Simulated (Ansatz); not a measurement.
# C4H6FN: the cost of one run

Computed with the Python package of Ansatz 0.2.0. Level of theory: B3LYP+D3(BJ)/def2-SVP.

## 1. The structure

Bond lengths: F1–C2 1.355 Å, C2–C3 1.506 Å, C3–C4 1.488 Å, C4–N5 1.294 Å, C2–C6 1.520 Å, N5–C6 1.480 Å, C2–H7 1.095 Å, C3–H8 1.092 Å, C3–H9 1.093 Å, C4–H10 1.100 Å, C6–H11 1.096 Å, C6–H12 1.095 Å. Angles (14 of 22 angles, heavy atoms first): F1–C2–C3 110.0°, F1–C2–C6 110.6°, C3–C2–C6 103.8°, C2–C3–C4 100.0°, C3–C4–N5 118.0°, C4–N5–C6 105.0°, C2–C6–N5 106.7°, F1–C2–H7 108.9°, C3–C2–H7 111.8°, C6–C2–H7 111.7°, C2–C3–H8 112.7°, C2–C3–H9 113.6°, C4–C3–H8 110.5°, C4–C3–H9 110.1°.

The script holds or builds the structure itself.

## 2. The code

Input file opt_c4h6fn.py:

```python
import ansatz
import numpy as np


def main() -> None:
    geometry_ang = [
        ("F", (1.3278, -1.5419, -0.4284)),
        ("C", (0.6616, -0.6006, 0.2827)),
        ("C", (-0.8209, -0.7394, 0.0576)),
        ("C", (-1.2099, 0.6961, -0.0019)),
        ("N", (-0.2716, 1.5751, -0.1498)),
        ("C", (0.9792, 0.7901, -0.2418)),
        ("H", (0.9233, -0.7038, 1.341)),
        ("H", (-1.3277, -1.2391, 0.8863)),
        ("H", (-1.0753, -1.2369, -0.8817)),
        ("H", (-2.2719, 0.9778, 0.056)),
        ("H", (1.3239, 0.7608, -1.2814)),
        ("H", (1.7616, 1.2617, 0.3613)),
    ]
    system = ansatz.Crystal.molecule()
    for symbol, xyz in geometry_ang:
        system = system.atom(symbol, xyz)

    calculation = (
        system.calculation()
        .basis(gaussian="def2-SVP")
        .functional("b3lyp", dispersion="d3bj")
    )
    symbols = [site.symbol for site in system.cartesian_sites]
    start = np.array([site.position_ang for site in system.cartesian_sites], dtype=float)
    rep = calculation.relax(force_tolerance=0.01, max_steps=100).run().report
    end = np.array(rep["positions_ang"])

    print(f"E = {rep['free_energy_ev']:.6f} eV = {rep['free_energy_ev'] / 27.211386246:.7f} Ha")
    print("converged:", rep["converged"], " doubts:", rep["published_state_doubts"] or "none")

    print("final positions (A) and the move of each atom")
    for symbol, xyz, old in zip(symbols, end, start):
        print(f"{symbol:2s} {xyz[0]:10.5f} {xyz[1]:10.5f} {xyz[2]:10.5f}   {np.linalg.norm(xyz - old):7.4f}")

    charges = rep["charge_distribution"]
    print("dipole moment", round(4.803205 * float(np.linalg.norm(charges["dipole_moment_e_ang"])), 3), "D")
    print("Mulliken:", [(s, round(q, 3)) for s, q in zip(symbols, charges["mulliken_charges_e"])])
    with open("c4h6fn_opt.xyz", "w") as handle:
        handle.write(f"{len(symbols)}\nrelaxed C4H6FN\n")
        handle.writelines(f"{s:2s} {x:11.6f} {y:11.6f} {z:11.6f}\n" for s, (x, y, z) in zip(symbols, end))


if __name__ == "__main__":
    main()
```

## 3. The input behind the calls

The package turns the script's settings into the engine's input:

```yaml
crystal:
  periodic: [false, false, false]
  atoms:
    - { symbol: F, position_ang: [1.3278, -1.5419, -0.4284] }
    - { symbol: C, position_ang: [0.6616, -0.6006, 0.2827] }
    - { symbol: C, position_ang: [-0.8209, -0.7394, 0.0576] }
    - { symbol: C, position_ang: [-1.2099, 0.6961, -0.0019] }
    - { symbol: "N", position_ang: [-0.2716, 1.5751, -0.1498] }
    - { symbol: C, position_ang: [0.9792, 0.7901, -0.2418] }
    - { symbol: H, position_ang: [0.9233, -0.7038, 1.341] }
    - { symbol: H, position_ang: [-1.3277, -1.2391, 0.8863] }
    - { symbol: H, position_ang: [-1.0753, -1.2369, -0.8817] }
    - { symbol: H, position_ang: [-2.2719, 0.9778, 0.056] }
    - { symbol: H, position_ang: [1.3239, 0.7608, -1.2814] }
    - { symbol: H, position_ang: [1.7616, 1.2617, 0.3613] }
basis:
  gaussian:
    orbitals: def2-SVP
hamiltonian:
  xc: b3lyp
  dispersion: d3bj
relax:
  f_tol: 0.01
  max_steps: 100
```

## 4. Launch

Run with:

```console
$ python opt_c4h6fn.py
```

**Question.** How long does this script take on 1 thread of Arm Neoverse V2, shared host, and how much memory does it need?

About 2 min, with a peak of 0.34 GiB.
